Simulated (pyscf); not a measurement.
PySCF, gas phase, ωB97X-D3(BJ)/def2-SVP geometries. Correlated levels are frozen-core, on RHF or UHF. ΔMP2 is the change of the MP2 total energy from the triple- to the quadruple-zeta basis.

Question: Estimate by transition-state theory the rate constant of H₃C–Be–CH₃ + H₂S → H₃C–Be–SH + CH₄ (singlet surface; Be–C, H–S broken, Be–S, C–H formed) at 600 K, with CCSD(T)/def2-TZVPP + ΔMP2(QZVPP) energies (ideal gas, 1 atm, RRHO with modes under 100 cm⁻¹ raised to 100, one conformer, R ln 2 for chiral ones without a mode under 150 cm⁻¹; no tunnelling).

Answer: The electronic barrier is 12.6 kcal/mol and the thermal terms add +18.5, so ΔG‡ = 31.0 kcal/mol. With k_BT/h = 1.25e+13 s⁻¹ and RT = 1.192 kcal/mol, and a volume of 8.18e-20 cm³ per molecule at 1 atm, k = 5.1e-18 cm³ molecule⁻¹ s⁻¹. Wigner's tunnelling factor for 1124i cm⁻¹ would be 1.30. A shift of 1 kcal/mol in the barrier changes k by a factor 2.3. On the reactant side the descent ends in an adduct with a Be–S contact, 6.2 kcal/mol under the separated species and 16.5 kcal/mol under the saddle at ωB97X-D3(BJ)/def2-TZVP. What is counted as formed (Be–S) is already present as a longer contact in the reactant adduct; forming that adduct is a step of its own. At ωB97X-D3(BJ)/def2-TZVP the barrier from the zero used here is 10.3 kcal/mol. One saddle was located; it need not be the lowest between these sides. The CCSD(T) − MP2 part came from Ansatz, without density fitting, on the same reference.
